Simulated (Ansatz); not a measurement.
Two isomers of C2H6Si: A = `C1C[SiH2]1`, B = `C=C[SiH3]`.

Computed with Ansatz on PBE0-D4/def2-TZVP structures; ΔE is electronic, products minus reactants. CCSD(T)/CBS is the MP2 limit (def2-TZVPP, def2-QZVPP) plus CCSD(T) − MP2 in def2-TZVPP, frozen cores. Functionals use def2-TZVPP.

(1) Which isomer does CCSD(T)/CBS put lower? Give the gap. (Best estimate.)

(2) Give E(B) − E(A) in kcal/mol with ωB97M-V, CCSD/def2-TZVPP, PBE0-D4, MP2/def2-TZVPP, B2PLYP, LDA (SPW92), HF/def2-TZVPP. (Best estimate.)

(3) Does the order hold for the free energy at 298.15 K (harmonic terms from PBE0-D4)? (Estimate.)

Largest T1 diagnostic: 0.011.

Answers

(1) Computed: B, by 8.3 kcal/mol.

(2) Computed: ωB97M-V -6.4, CCSD/def2-TZVPP -9.0, PBE0-D4 -3.8, MP2/def2-TZVPP -6.0, B2PLYP -8.9, LDA (SPW92) 0.6, HF/def2-TZVPP -15.6. The order is the other way round with LDA (SPW92).

(3) Computed: Yes: G(B) − G(A) = -11.0 kcal/mol.

In def2-TZVPP, CCSD(T) changes the Hartree–Fock value by +7.0 kcal/mol (the triples alone add +0.4 kcal/mol) and MP2 by +9.6 kcal/mol. At CCSD(T), def2-SVP lies −1.7 kcal/mol from the extrapolated value and def2-TZVPP −0.3 kcal/mol.
